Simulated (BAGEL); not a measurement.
**CH5AlO (SMILES [CH3][AlH][OH]): a chain of runs**

Aim: a single-point energy (HF/def2-SV(P)), then a single-point energy (NEVPT2(2,2)/def2-SV(P)), then the energy (CASPT2(2,2)/def2-SV(P)) of CH5AlO. 

The calculation is run with BAGEL 1.2.2.

1 further run of the same task is left out (set aside as unsound or not needed).

### 1 Starting point

CH5AlO has 8 atoms, charge 0, and is taken as a singlet. SMILES: `[CH3][AlH][OH]`. Geometry: relaxed at PBE0-D4/def2-TZVP. This is one conformer, not always the lowest.

Bond lengths: C1–Al2 1.941 Å, Al2–O3 1.701 Å, C1–H4 1.095 Å, C1–H5 1.092 Å, C1–H6 1.095 Å, Al2–H7 1.589 Å, O3–H8 0.956 Å. Angles: C1–Al2–O3 117.6°, C1–Al2–H7 124.2°, O3–Al2–H7 118.3°, Al2–C1–H4 111.0°, Al2–C1–H5 111.9°, Al2–C1–H6 111.2°, Al2–O3–H8 122.4°, H4–C1–H5 107.9°, H4–C1–H6 106.4°, H5–C1–H6 108.2°.

### 2 A single-point energy at HF/def2-SV(P) (density fitting with svp-jkfit) (run 1)

File hf.json:

```json
{ "bagel" : [

{
  "title" : "molecule",
  "basis" : "def2-sv_p_.json",
  "df_basis" : "svp-jkfit",
  "angstrom" : true,
  "geometry" : [
    { "atom" : "C", "xyz" : [      -0.777919,       0.982221,      -0.070899 ] },
    { "atom" : "Al", "xyz" : [       0.579681,      -0.394179,      -0.239899 ] },
    { "atom" : "O", "xyz" : [       0.544581,      -1.676379,       0.876801 ] },
    { "atom" : "H", "xyz" : [      -0.325119,       1.954521,       0.149301 ] },
    { "atom" : "H", "xyz" : [      -1.491419,       0.755421,       0.724301 ] },
    { "atom" : "H", "xyz" : [      -1.335719,       1.105021,      -1.004799 ] },
    { "atom" : "H", "xyz" : [       1.716781,      -0.394479,      -1.350199 ] },
    { "atom" : "H", "xyz" : [       1.181200,      -2.389100,       0.859500 ] }
  ]
},

{ "title" : "hf" },

{ "title" : "print", "file" : "orbitals.molden", "orbitals" : true }

]}
```

The basis set def2-SV(P) is read from a file made from the Basis Set Exchange's data (not shown).

The run is started by

```console
$ BAGEL_NUM_THREADS=1 BAGEL hf.json > hf.out
```

Standard output:

```text
* using 1 threads per process

  ===============================================================
  ===============================================================

  *** Geometry ***

  { "atom" : "C", "xyz" : [     -1.470054,      1.856129,     -0.133980 ] },
  { "atom" : "Al", "xyz" : [      1.095438,     -0.744890,     -0.453343 ] },
  { "atom" : "O", "xyz" : [      1.029109,     -3.167897,      1.656914 ] },
  { "atom" : "H", "xyz" : [     -0.614386,      3.693509,      0.282138 ] },
  { "atom" : "H", "xyz" : [     -2.818373,      1.427539,      1.368731 ] },
  { "atom" : "H", "xyz" : [     -2.524143,      2.088187,     -1.898795 ] },
  { "atom" : "H", "xyz" : [      3.244246,     -0.745457,     -2.551506 ] },
  { "atom" : "H", "xyz" : [      2.232144,     -4.514745,      1.624220 ] },

  Number of auxiliary basis functions:      370

  Since a DF basis is specified, we compute 2- and 3-index integrals:
    o Being stored without compression. Storage requirement is 0.009 GB

  Number of basis functions:       56
  Number of electrons      :       32

    * METHOD: MOLECULE                             0.11

  *** RHF ***

  === Nuclear Repulsion ===
    98.9763528602

      * DIIS with orbital gradients will be used.

  === RHF iteration (def2-sv_p_.json) ===
      0       -357.18366571          0.02966200           0.03
      1       -357.33657588          0.01945677           0.02
      2       -357.42505058          0.00213808           0.02
      3       -357.42647307          0.00076404           0.02
      4       -357.42666927          0.00009569           0.02
      5       -357.42667380          0.00001653           0.02
      6       -357.42667397          0.00000438           0.02
      7       -357.42667399          0.00000118           0.02
      8       -357.42667399          0.00000030           0.02
      9       -357.42667399          0.00000012           0.02
     10       -357.42667399          0.00000005           0.02
     11       -357.42667399          0.00000001           0.02
    * SCF iteration converged.

    * Permanent dipole moment:
           (   -0.302263,     0.078411,     0.226279) a.u.

    * METHOD: HF                                   0.38

    * METHOD: PRINT                                0.02

  ===============================================================
```

Wall time 0.96 s (1 thread of AMD EPYC 7R43 (Zen 3), shared host); peak memory 0.14 GiB.

### 3 The energy at NEVPT2(2,2)/def2-SV(P) (density fitting with svp-jkfit) (run 2)

File job.json:

```json
{ "bagel" : [

{
  "title" : "molecule",
  "basis" : "def2-sv_p_.json",
  "df_basis" : "svp-jkfit",
  "angstrom" : true,
  "geometry" : [
    { "atom" : "C", "xyz" : [   -0.777919,    0.982221,   -0.070899 ] },
    { "atom" : "Al", "xyz" : [    0.579681,   -0.394179,   -0.239899 ] },
    { "atom" : "O", "xyz" : [    0.544581,   -1.676379,    0.876801 ] },
    { "atom" : "H", "xyz" : [   -0.325119,    1.954521,    0.149301 ] },
    { "atom" : "H", "xyz" : [   -1.491419,    0.755421,    0.724301 ] },
    { "atom" : "H", "xyz" : [   -1.335719,    1.105021,   -1.004799 ] },
    { "atom" : "H", "xyz" : [    1.716781,   -0.394479,   -1.350199 ] },
    { "atom" : "H", "xyz" : [    1.181200,   -2.389100,    0.859500 ] }
  ]
},
{ "title" : "hf" },
{ "title" : "casscf", "nstate" : 1, "nact" : 2, "nclosed" : 15, "active" : [10, 21], "maxiter" : 200, "natocc" : true },
{ "title" : "nevpt2", "nstate" : 1, "nact" : 2, "nclosed" : 15, "active" : [10, 21], "maxiter" : 200, "natocc" : true, "ncore" : 7 },
{ "title" : "print", "file" : "orbitals.molden", "orbitals" : true }

]}
```

The basis set def2-SV(P) is read from a file made from the Basis Set Exchange's data (not shown).

The run is started by

```console
$ BAGEL_NUM_THREADS=1 BAGEL job.json > job.out
```

Standard output:

```text
* using 1 threads per process

  ===============================================================
  ===============================================================

  *** Geometry ***

  { "atom" : "C", "xyz" : [     -1.470054,      1.856129,     -0.133980 ] },
  { "atom" : "Al", "xyz" : [      1.095438,     -0.744890,     -0.453343 ] },
  { "atom" : "O", "xyz" : [      1.029109,     -3.167897,      1.656914 ] },
  { "atom" : "H", "xyz" : [     -0.614386,      3.693509,      0.282138 ] },
  { "atom" : "H", "xyz" : [     -2.818373,      1.427539,      1.368731 ] },
  { "atom" : "H", "xyz" : [     -2.524143,      2.088187,     -1.898795 ] },
  { "atom" : "H", "xyz" : [      3.244246,     -0.745457,     -2.551506 ] },
  { "atom" : "H", "xyz" : [      2.232144,     -4.514745,      1.624220 ] },

  Number of auxiliary basis functions:      370

  Since a DF basis is specified, we compute 2- and 3-index integrals:
    o Being stored without compression. Storage requirement is 0.009 GB

  Number of basis functions:       56
  Number of electrons      :       32

    * METHOD: MOLECULE                             0.11

  *** RHF ***

  === Nuclear Repulsion ===
    98.9763528602

      * DIIS with orbital gradients will be used.

  === RHF iteration (def2-sv_p_.json) ===
      0       -357.18366571          0.02966200           0.02
      1       -357.33657588          0.01945677           0.02
      2       -357.42505058          0.00213808           0.02
      3       -357.42647307          0.00076404           0.02
      4       -357.42666927          0.00009569           0.02
      5       -357.42667380          0.00001653           0.02
      6       -357.42667397          0.00000438           0.02
      7       -357.42667399          0.00000118           0.02
      8       -357.42667399          0.00000030           0.02
      9       -357.42667399          0.00000012           0.02
     10       -357.42667399          0.00000005           0.02
     11       -357.42667399          0.00000001           0.02
    * SCF iteration converged.

    * Permanent dipole moment:
           (   -0.302263,     0.078411,     0.226279) a.u.

    * METHOD: HF                                   0.37

  ---------------------------
      CASSCF calculation
  ---------------------------

    ==== Active orbitals : =====
         Orbital 10
         Orbital 21
    ============================

    * nstate   :      1
    * nclosed  :     15
    * nact     :      2
    * nvirt    :     39
  === CASSCF iteration (def2-sv_p_.json) ===

    * Using the second-order algorithm

      0  0      -357.42758098     3.42e-04      0.01

      1  0      -357.44306059     1.42e-03      0.09

      2  0      -357.44244372     1.66e-03      0.11

      3  0      -357.44741610     3.79e-04      0.11

      4  0      -357.44767319     1.10e-04      0.09

      5  0      -357.44768114     4.02e-05      0.09

      6  0      -357.44768138     1.34e-05      0.09

      7  0      -357.44768140     4.24e-06      0.09

      8  0      -357.44768140     1.30e-06      0.08

      9  0      -357.44768140     3.97e-07      0.08

     10  0      -357.44768140     1.20e-07      0.07

     11  0      -357.44768140     3.64e-08      0.07

     12  0      -357.44768140     1.10e-08      0.06

     13  0      -357.44768140     3.34e-09      0.05

    * Second-order optimization converged. *

     guess   0:   closed 1.                   open ..

  === FCI iteration ===

      0  0      -357.42644348     1.06e-01      0.00
      1  0      -357.44765622     2.81e-03      0.00
      2  0 *    -357.44768140     4.52e-16      0.00

     * ci vector, state   0, <S^2> = 0.0000
       2.     0.9950313781
       .2    -0.0995618229

    * METHOD: CASSCF                               1.13

    * freezing 7 orbitals

  === DF-NEVPT2 calculation ===

    * 3-index integral transformation done
    * assembly done

      NEVPT2 correlation energy:   -0.3461813897      0.04

          (+0)     -0.2727598832
          (+0)'    -0.0353663352
          (+1)     -0.0048047785
          (+1)'    -0.0000000000
          (+2)     -0.0004251479
          (-1)     -0.0282662418
          (-1)'     0.0000000000
          (-2)     -0.0045590030

      NEVPT2 total energy:       -357.7938627890

    * METHOD: NEVPT2                               0.08

    * METHOD: PRINT                                0.01

  ===============================================================
```

It took 2.1 s on 1 thread of AMD EPYC 7R43 (Zen 3), shared host; peak memory 0.14 GiB.

### 4 The energy at CASPT2(2,2)/def2-SV(P) (density fitting with svp-jkfit) (run 3)

File input.json:

```json
{ "bagel" : [

{
  "title" : "molecule",
  "basis" : "def2-sv_p_.json",
  "df_basis" : "svp-jkfit",
  "angstrom" : "true",
  "geometry" : [
    { "atom" : "C", "xyz" : [      -0.777919,       0.982221,      -0.070899 ] },
    { "atom" : "Al", "xyz" : [       0.579681,      -0.394179,      -0.239899 ] },
    { "atom" : "O", "xyz" : [       0.544581,      -1.676379,       0.876801 ] },
    { "atom" : "H", "xyz" : [      -0.325119,       1.954521,       0.149301 ] },
    { "atom" : "H", "xyz" : [      -1.491419,       0.755421,       0.724301 ] },
    { "atom" : "H", "xyz" : [      -1.335719,       1.105021,      -1.004799 ] },
    { "atom" : "H", "xyz" : [       1.716781,      -0.394479,      -1.350199 ] },
    { "atom" : "H", "xyz" : [       1.181200,      -2.389100,       0.859500 ] }
  ]
},

{
  "title" : "hf"
},

{
  "title" : "casscf",
  "nstate" : 1,
  "nact" : 2,
  "nclosed" : 15,
  "active" : [10, 21],
  "maxiter" : 200,
  "natocc" : "true"
},

{
  "title" : "print",
  "file" : "orbitals.molden",
  "orbitals" : "true"
},

{
  "title" : "smith",
  "method" : "caspt2",
  "ms" : "true",
  "xms" : "true",
  "sssr" : "true",
  "shift" : 0.2,
  "shift_imag" : "true",
  "ncore" : 7
}

]}
```

The basis set def2-SV(P) is read from a file made from the Basis Set Exchange's data (not shown).

The run is started by

```console
$ BAGEL_NUM_THREADS=1 BAGEL input.json > input.out
```

Standard output:

```text
* using 1 threads per process

  ===============================================================
  ===============================================================

  *** Geometry ***

  { "atom" : "C", "xyz" : [     -1.470054,      1.856129,     -0.133980 ] },
  { "atom" : "Al", "xyz" : [      1.095438,     -0.744890,     -0.453343 ] },
  { "atom" : "O", "xyz" : [      1.029109,     -3.167897,      1.656914 ] },
  { "atom" : "H", "xyz" : [     -0.614386,      3.693509,      0.282138 ] },
  { "atom" : "H", "xyz" : [     -2.818373,      1.427539,      1.368731 ] },
  { "atom" : "H", "xyz" : [     -2.524143,      2.088187,     -1.898795 ] },
  { "atom" : "H", "xyz" : [      3.244246,     -0.745457,     -2.551506 ] },
  { "atom" : "H", "xyz" : [      2.232144,     -4.514745,      1.624220 ] },

  Number of auxiliary basis functions:      370

  Since a DF basis is specified, we compute 2- and 3-index integrals:
    o Being stored without compression. Storage requirement is 0.009 GB

  Number of basis functions:       56
  Number of electrons      :       32

    * METHOD: MOLECULE                             0.12

  *** RHF ***

  === Nuclear Repulsion ===
    98.9763528602

      * DIIS with orbital gradients will be used.

  === RHF iteration (def2-sv_p_.json) ===
      0       -357.18366571          0.02966200           0.03
      1       -357.33657588          0.01945677           0.02
      2       -357.42505058          0.00213808           0.02
      3       -357.42647307          0.00076404           0.02
      4       -357.42666927          0.00009569           0.02
      5       -357.42667380          0.00001653           0.02
      6       -357.42667397          0.00000438           0.02
      7       -357.42667399          0.00000118           0.02
      8       -357.42667399          0.00000030           0.02
      9       -357.42667399          0.00000012           0.02
     10       -357.42667399          0.00000005           0.02
     11       -357.42667399          0.00000001           0.02
    * SCF iteration converged.

    * Permanent dipole moment:
           (   -0.302263,     0.078411,     0.226279) a.u.

    * METHOD: HF                                   0.36

  ---------------------------
      CASSCF calculation
  ---------------------------

    ==== Active orbitals : =====
         Orbital 10
         Orbital 21
    ============================

    * nstate   :      1
    * nclosed  :     15
    * nact     :      2
    * nvirt    :     39
  === CASSCF iteration (def2-sv_p_.json) ===

    * Using the second-order algorithm

      0  0      -357.42758098     3.42e-04      0.01

      1  0      -357.44306059     1.42e-03      0.09

      2  0      -357.44244372     1.66e-03      0.12

      3  0      -357.44741610     3.79e-04      0.11

      4  0      -357.44767319     1.10e-04      0.08

      5  0      -357.44768114     4.02e-05      0.08

      6  0      -357.44768138     1.34e-05      0.08

      7  0      -357.44768140     4.24e-06      0.09

      8  0      -357.44768140     1.30e-06      0.08

      9  0      -357.44768140     3.97e-07      0.08

     10  0      -357.44768140     1.20e-07      0.07

     11  0      -357.44768140     3.64e-08      0.07

     12  0      -357.44768140     1.10e-08      0.07

     13  0      -357.44768140     3.34e-09      0.06

    * Second-order optimization converged. *

     guess   0:   closed 1.                   open ..

  === FCI iteration ===

      0  0      -357.42644348     1.06e-01      0.00
      1  0      -357.44765622     2.81e-03      0.00
      2  0 *    -357.44768140     4.52e-16      0.00

     * ci vector, state   0, <S^2> = 0.0000
       2.     0.9950313781
       .2    -0.0995618229

    * METHOD: CASSCF                               1.13

    * METHOD: PRINT                                0.01

  === SMITH program ===

    * freezing 7 orbitals

    * Approximate memory requirement for SMITH calulation per MPI process:
      o Storage requirement for T-amplitude, lambda, and residual is 0.00 GB
      o Storage requirement for MO integrals is 0.00 GB
    * Calculating and saving rdm4f

    * Zeroth order energy : state  0       -1.5503119989

    * CASPT2 iteration is performed using orthogonal basis

      -------------------------------------------  CASPT2 iteration  ---------------------------------------------------
       #      aibj      arbs      arbi      airj      risj      airs      arst      rist         Etot      error   time
      ------------------------------------------------------------------------------------------------------------------

       0  -0.27240  -0.00533  -0.02866  -0.00501  -0.00056  -0.03086  -0.00000  -0.00000   -0.3428340  0.0031640   0.02
       1  -0.27266  -0.00540  -0.02888  -0.00511  -0.00061  -0.03170  -0.00000  -0.00000   -0.3443729  0.0005467   0.02
       2  -0.27272  -0.00540  -0.02884  -0.00512  -0.00061  -0.03175  -0.00000  -0.00000   -0.3444439  0.0001298   0.02
       3  -0.27271  -0.00540  -0.02883  -0.00511  -0.00062  -0.03177  -0.00000  -0.00000   -0.3444468  0.0000302   0.02
       4  -0.27271  -0.00540  -0.02883  -0.00511  -0.00062  -0.03177   0.00000  -0.00000   -0.3444470  0.0000075   0.02
       5  -0.27271  -0.00541  -0.02884  -0.00511  -0.00062  -0.03177   0.00000  -0.00000   -0.3444470  0.0000017   0.02
       6  -0.27271  -0.00541  -0.02884  -0.00511  -0.00062  -0.03177   0.00000  -0.00000   -0.3444470  0.0000004   0.02

      ------------------------------------------------------------------------------------------------------------------

    * CASPT2 energy : state  0     -357.7938257772
        w/o shift correction       -357.7921283746
        reference weight              0.9001640787

    * METHOD: SMITH                                0.19

  ===============================================================
```

Wall time 2.2 s (1 thread of AMD EPYC 7R43 (Zen 3), shared host); peak memory 0.14 GiB.

### 5 Results

| quantity | value |
| --- | --- |
| run 1, HF/def2-SV(P): total energy | -357.42667 Eh |
| run 1, HF/def2-SV(P): dipole moment | 0.98 D |
| run 1, HF/def2-SV(P): HOMO energy | -11.16 eV |
| run 1, HF/def2-SV(P): LUMO energy | 2.45 eV |
| run 1, HF/def2-SV(P): HOMO–LUMO gap | 13.62 eV |
| run 2, NEVPT2(2,2)/def2-SV(P): total energy | -357.79386 Eh |
| run 3, CASPT2(2,2)/def2-SV(P): total energy | -357.79383 Eh |
